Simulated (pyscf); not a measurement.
H₃Si–Cl + silyl (SiH₃•) → •H₂Si–Cl + silane (SiH₄) (hydrogen abstraction; doublet surface; H–Si broken, H–Si formed). Single points on ωB97X-D3(BJ)/def2-SVP structures (PySCF, gas phase). Correlated levels are frozen-core, on RHF or UHF. ΔMP2 is the change of the MP2 total energy from the triple- to the quadruple-zeta basis. Rate constants from transition-state theory, CCSD(T)/def2-TZVPP + ΔMP2(QZVPP) energies (ideal gas, 1 atm, RRHO with modes under 100 cm⁻¹ raised to 100, one conformer, R ln 2 for chiral ones without a mode under 150 cm⁻¹; no tunnelling), k in cm³ molecule⁻¹ s⁻¹.

```
T (K)  1000/T  log10 k
-----  ------  -------
298     3.354   -19.14
600     1.667   -15.04
900     1.111   -13.41
1200    0.833        ?
```

Q: Fit an Arrhenius line to the three values, give the activation energy, and predict k at 1200 K.

A: Least squares gives log10 k = -10.70 − 2.53 × 1000/T, so Ea = 2.53 × ln 10 × 1.987 = 11.6 kcal/mol, against an electronic barrier of 10.9. At 1200 K the line gives -12.81; the computed value is -12.47 (ΔG‡ = 38.9 kcal/mol), a factor 2.2 over the line, since the plot is curved. This is the saddle that the search found; another between the same sides may lie lower. The angle at the transferred H is 151°. The CCSD(T) − MP2 part came from Ansatz, without density fitting, on the same reference.
